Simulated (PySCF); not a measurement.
## Name the molecule from its bond curve

A diatomic of charge 0 contains Na. Its doublet curve at r²SCAN in a double-zeta basis (no relativity, PySCF), in eV from the separated fragments:

R (Å), E (eV) and a bar:
```
    1.776     -2.224 ##############################
    1.859     -2.536 #############
    1.941     -2.707 ####
    2.003     -2.768 #
    2.065     -2.787 
    2.127     -2.774 #
    2.210     -2.721 ####
    2.313     -2.617 #########
    2.437     -2.462 #################
    2.602     -2.234 #############################
```

The fit gives ωe = 484 cm⁻¹ and the rotational constant Bₑ = 0.4180 cm⁻¹.

**Question.** Which atom is the partner?

**Answer.** The minimum lies at 2.068 Å, so the reduced mass is 16.8576 u Å² cm⁻¹/(Bₑ·Re²) = 9.430 u. With Na at 22.99 u the partner weighs about 16.0 u: O. The molecule is NaO.

The state is the lowest determinant that a PBE0 search found; another state may lie lower at other levels.
